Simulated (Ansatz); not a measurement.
AlH3PSi+: where a starting geometry ends

The starting geometry of this gas-phase singlet was optimised with GFN2-xTB.

```xyz
6

Al   -1.4215   -0.8842    0.3940
P    -0.6626   -0.2779   -1.6197
Si    0.3271   -2.1343   -2.0769
H    -2.0202   -1.1867    1.8246
H     0.9392   -2.2924   -3.3938
H     0.5732   -3.3789   -1.3442
```

Task: Predict what it relaxes into with PBE0-D4/def2-TZVP.

Result: A new bond forms, giving a structure given below by its coordinates. Contacts that close: Al1–Si3 (3.27 → 2.53 Å).

The energy falls by 0.18 eV over 15 steps:

```csv
step,E − E(last) (eV)
1,0.182
3,0.058
4,0.039
6,0.028
7,0.024
9,0.012
10,0.004
12,0.000
13,0.000
15,0.000
```

Final geometry (Å):

```
atom    x (Å)    y (Å)    z (Å)
  Al  -1.1305  -1.1527   0.0399
   P  -0.7353   0.0022  -1.8359
  Si   0.1666  -1.8641  -2.0122
   H  -1.5039  -1.7988   1.4064
   H   0.9657  -2.5727  -3.0298
   H  -0.0275  -2.7682  -0.7843
```

Frequencies at the end are all real (lowest 172 cm⁻¹). Run with Ansatz 0.2.0, 17 s on 2 threads of Intel(R) Xeon(R) 6975P-C (Granite Rapids), with other jobs on the host.
